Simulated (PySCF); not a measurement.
Bonds (- single, = double, # triple, : aromatic): O1=C2 1.171 Å, C2-F3 1.341 Å. C2 carries H4.

PySCF 2.14 calculation with GIAO PBE0/pcSseg-1 shieldings and GFN2-xTB geometry; isolated molecule, one conformer, no relativistic terms.

Chemical shifts δ = σref − σ; $^{13}$C (186.93 ppm) and $^{1}$H (31.72 ppm) against TMS; $^{17}$O (336.08 ppm) against H2O; $^{19}$F (170.95 ppm) vs CFCl3, all at this level.

| atoms | nucleus | count | Hirshfeld charge | δ (ppm) |
| --- | --- | --- | --- | --- |
| C2 | $^{13}$C | 1 | 0.22 | 157.4 |
| O1 | $^{17}$O | 1 | -0.21 | ? |
| F3 | $^{19}$F | 1 | -0.09 | ? |
| H4 | $^{1}$H | 1 | 0.08 | 7.90 |

**Question.** Complete the table.

**Answer.** 
- O1: 468.7 ppm, carbonyl oxygen
- F3: 61.1 ppm, fluorine bonded to C

Shifts are as computed. Against solution values, carbons near 30 ppm lie about +3 ppm off and those near 130 ppm about +5 ppm. Of 1211 compounds with measured shifts, 218 miss one by over three times the rms of a fit or turn the order of signals round; such compounds aren't used in these exercises. Unscaled 19F shifts against computed CFCl3 carry errors that often reach 10 to 50 ppm. Unscaled 17O shifts of doubly bonded oxygen tend to come out too high, by tens of ppm or more. Experimental scales use liquid or dissolved standards, which lie at an offset from isolated H2O (liquid H2O: subtract about 36 ppm).
